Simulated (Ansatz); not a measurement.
Mulliken charges of C2H4O2S (`O=COCS`) from r2SCAN/def2-TZVPP in Ansatz (PBE0-D4/def2-TZVP geometry).

```
atom   x (Å)   y (Å)   z (Å)  charge (e)
  O1  -1.677   0.093   1.366      -0.327
  C2  -1.606  -0.246   0.221       0.277
  O3  -0.508  -0.206  -0.536      -0.228
  C4   0.663   0.290   0.122       0.054
  S5   1.976   0.555  -1.054      -0.135
  H6  -2.441  -0.639  -0.376       0.072
  H7   0.446   1.254   0.584       0.100
  H8   0.960  -0.408   0.905       0.095
  H9   2.276  -0.740  -1.249       0.092
```

Task: By hand: the dipole of these point charges (1 e Å = 4.8032 D).

Result: Σ q r = (0.158, -0.138, -0.112) e Å, of length 0.238 e Å = 1.14 D.

Task: How does the dipole of the full density compare? (Best estimate.)

Result: The calculation gave: (0.125, -0.221, -0.177) e Å, 1.49 D; the point charges give 0.77 times that, at 18° from its direction.

Point charges leave out the atoms' own dipoles, such as those of lone pairs, and Mulliken's split depends on the basis, so the two needn't agree.
